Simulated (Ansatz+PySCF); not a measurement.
Two shapes of singlet HClO.

Shape 1:

```xyz
3

O     0.0000    0.8387   -0.7152
H     0.0000    1.5947   -0.1097
Cl    0.0000   -0.4885    0.3430
```

Shape 2:

```xyz
3

O    -0.0324    0.8727   -0.7324
H    -0.0169    1.5993   -0.0628
Cl   -0.0318   -0.4886    0.3044
```

Basis set: def2-SVP (spherical functions). Left uncorrelated: 6 orbitals. Charge 0, multiplicity 1.

Computed with Ansatz (development build ahead of 0.2.0); each method stands on the lowest determinant of its kind that the runs found.

(1) Which shape is lower in energy, and by how much in each method?

Results:

(1)

```
              method  E(2) − E(1) (eV)
            UHF-CCSD             0.011
         UHF-CCSD(T)             0.005
    PBE (restricted)            -0.008
  ωB97X (restricted)             0.021
ωB97X (unrestricted)             0.021
```

The methods disagree on the order.
